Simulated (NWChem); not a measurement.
**Correlation energy of C (-1)**

```xyz
1

C      0.0000     0.0000     0.0000
```
Charge -1, spin multiplicity 4.

Everything below was run with NWChem.

Basis set: def2-TZVPD. Each correlation energy counts from its own Hartree-Fock reference.

The correlated methods keep 1 core orbital frozen. The stability of the SCF solutions was not checked. Open-shell Hartree-Fock references start from PBE0 orbitals. Coupled-cluster values serve here as a point of comparison, not as the truth.

```
method           correlation energy (mHa)
---------------  ------------------------
UMP2                                  [?]
SCS-UMP2                            -85.9
CCSD on UHF                        -109.0
CCSD[T] on UHF                     -112.9
CCSD(T) on UHF                     -112.9
CCSD on ROHF                          [?]
CCSD[T] on ROHF                    -115.2
CCSD(T) on ROHF                    -115.1
CCSDT on ROHF                      -115.3
```

Question: Some entries are withheld; supply them.

Answer: 
- UMP2, correlation energy (mHa): -92.8
- CCSD on ROHF, correlation energy (mHa): -110.8
